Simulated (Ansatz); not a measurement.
Zone-centre TO phonon frequency of some cubic solids

Method: PBE0 (Ansatz, a program for electronic structure, PAW). References are measured values at low temperature.

Values in cm⁻¹.

| solid | reference | PBE0 | error (%) |
|---|---|---|---|
| diamond | 1333 | 1375 | +3.2 |
| zinc-blende CuI | 132 | 123 | -6.8 |
| rock-salt AgCl | 119 | 96 | -19.3 |
| diamond-structure Si | 525 | 531 | +1.1 |
| rock-salt AgBr | 85 | 69 | -18.8 |
| diamond-structure Ge | 304 | 305 | +0.3 |

Over these 6 solids the mean error is -6.7 %, the mean absolute error 8.3 % (median 5.0 %), and the worst case rock-salt AgCl at -19.3 %; the value is too high in 3 of 6 cases.

All these references are low-temperature values that still hold zero-point motion.

Spin–orbit coupling is left out, also for the solids with elements from indium on (zinc-blende CuI); its size isn't shown.

Differences are worked out from the printed values.

Each level is taken at its own relaxed cell. Ansatz's density-functional and Hartree–Fock values are scalar-relativistic unless marked +SOC, with PAW data made under PBE.

Ansatz's runs of these crystals have no spin polarisation.

Not in this set, of the solids of all kinds but layered and molecular ones with a reference value in our tables and a result at some level: 42 for a reference of another kind, counted apart; 1 for sources at odds; 1 for no value at PBE0 (not run, a failed fit, an unstable or unbound cell, or a value held back for tests). These can be a level's best or worst cases. At least 7 more with a reference value are held back for tests. Solids without a released value at any level aren't counted. The metals Ce to Yb are counted apart.

References as tabulated in Hadni et al. (1968), doi:10.1364/ao.7.001159; Tanner et al. (2021), arXiv:2110.11888; Kunc et al. (2003), arXiv:cond-mat/0304692; arXiv:2305.18931.
